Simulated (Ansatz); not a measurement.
Total energies of Mg3H6 from Ansatz at r2SCAN-D4/def2-TZVP, gas phase (1 Eh = 27.2114 eV = 2625.5 kJ/mol). The reference geometry is relaxed at r2SCAN-D4/def2-TZVP.

Cartesian coordinates in Å:
```
Mg 0.248 1.579 0.030
Mg 1.412 -0.728 0.448
Mg -1.565 -0.243 -0.467
H -1.436 1.743 -0.486
H 2.299 -2.146 0.758
H 1.899 1.201 0.540
H -2.842 -1.310 -0.822
H -0.342 -0.016 1.106
H 0.327 -0.080 -1.107
```

```csv
state,geometry,energy (Eh)
charge 0 singlet,reference,-603.72265
charge 1 doublet,reference,-603.39779
free Mg atom (singlet),–,-200.03322
free H atom (doublet),–,-0.49993
```

Question: Work out the vertical ionisation energy to the doublet.

Answer: E(charge 1 doublet) − E(charge 0 singlet) = -603.39779 − (-603.72265) = 0.32486 Eh = 8.84 eV. For comparison, −ε of the highest occupied level is 6.38 eV at this level, 2.46 eV less.

Question: What is the binding energy per atom against free atoms?

Answer: Atoms: 3 × (-200.03322) + 6 × (-0.49993) = -603.09924 Eh. Binding: -603.09924 − (-603.72265) = 0.62341 Eh = 16.96 eV, or 1.88 eV for each of 9 atoms (no zero-point energy, no counterpoise term).

At r2SCAN-D4/def2-TZVP the gap within one spin of the charge 1 doublet nearly closes, so an electron or hole may be smeared out by delocalisation error. 

The structure comes from a short search, and lower isomers may exist.
